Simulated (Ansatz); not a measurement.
# C₄H₃FO: basis-set convergence

An exercise on one series of results from a longer session: the logs are not shown, and one member is left open.

Program: Ansatz 0.2.0, Gaussian basis. Level of theory: one geometry, several basis sets. These are calculated values, not measurements.

Levels to be run: PBE0-D4/def2-SVP; ωB97M-V/def2-SVP; PBE0-D4/def2-QZVPP; ωB97M-V/def2-QZVPP; the functionals' def2-TZVPP values are taken from earlier runs.

**The geometry**

The geometry comes from an earlier relaxation with PBE0-D4 in a triple-zeta def2 set; it is a stationary point, not always the lowest conformer.

SMILES `Fc1ccco1`, 9 atoms, charge 0, spin multiplicity 1.

Atoms are counted from 1 here; the program's logs count them from 0.

Bond lengths: F1–C2 1.308 Å, C2–C3 1.348 Å, C2–O6 1.331 Å, C3–C4 1.432 Å, C3–H7 1.076 Å, C4–C5 1.350 Å, C4–H8 1.078 Å, C5–O6 1.366 Å, C5–H9 1.076 Å. Angles: F1–C2–C3 132.0°, F1–C2–O6 114.9°, C3–C2–O6 113.1°, C2–C3–C4 104.1°, C2–C3–H7 127.0°, C4–C3–H7 128.9°, C3–C4–C5 106.8°, C3–C4–H8 126.9°, C5–C4–H8 126.2°, C4–C5–O6 110.1°, C4–C5–H9 134.2°, O6–C5–H9 115.7°, C2–O6–C5 105.9°.

As a file:

```
F     0.9818    1.1226   -1.9922
C     0.4665    0.5339   -0.9437
C     0.7304   -0.6486   -0.3522
C    -0.1825   -0.6994    0.7505
C    -0.9000    0.4437    0.7170
O    -0.5009    1.2170   -0.3365
H     1.4647   -1.3746   -0.6559
H    -0.2830   -1.4941    1.4721
H    -1.6883    0.8531    1.3241
```

The first run:

in.yaml

```yaml
crystal:
  periodic: [false, false, false]
  atoms:
    - {symbol: F, position_ang: [0.981821, 1.122606, -1.992176]}
    - {symbol: C, position_ang: [0.466461, 0.533861, -0.943703]}
    - {symbol: C, position_ang: [0.730360, -0.648602, -0.352188]}
    - {symbol: C, position_ang: [-0.182490, -0.699350, 0.750466]}
    - {symbol: C, position_ang: [-0.900011, 0.443715, 0.717043]}
    - {symbol: O, position_ang: [-0.500925, 1.217046, -0.336526]}
    - {symbol: H, position_ang: [1.464732, -1.374605, -0.655948]}
    - {symbol: H, position_ang: [-0.283044, -1.494082, 1.472077]}
    - {symbol: H, position_ang: [-1.688306, 0.853109, 1.324055]}
basis:
  gaussian: {orbitals: def2-SVP}
hamiltonian: {xc: pbe0, dispersion: d4}
output: {orbitals: {seedname: orbitals}}
```

Run with:

```sh
> ansatz run in.yaml --threads 4 --pin off --events-out ev --progress --plain --max-ram 10444MiB
```

Steps of the session up to this table: PBE0-D4 in def2-SVP; ωB97M-V in def2-SVP; PBE0-D4 in def2-QZVPP; ωB97M-V in def2-QZVPP.

One of the session's tables, all rows but one given; the rest of the session is left out.

It belongs to the step «Density functionals: the series». 

```
functional       basis  HOMO (eV)  LUMO (eV)
   PBE0-D4    def2-SVP          ?          ?
   PBE0-D4  def2-TZVPP      -6.65       0.32
   PBE0-D4  def2-QZVPP      -6.67       0.24
   ωB97M-V    def2-SVP      -8.81       2.75
   ωB97M-V  def2-TZVPP      -8.82       2.48
   ωB97M-V  def2-QZVPP      -8.85       2.22
```

**Question.** Estimate the row for PBE0-D4, def2-SVP.

The run gave: HOMO (eV): -6.64; LUMO (eV): 0.48. In the column «HOMO (eV)» it is the highest.
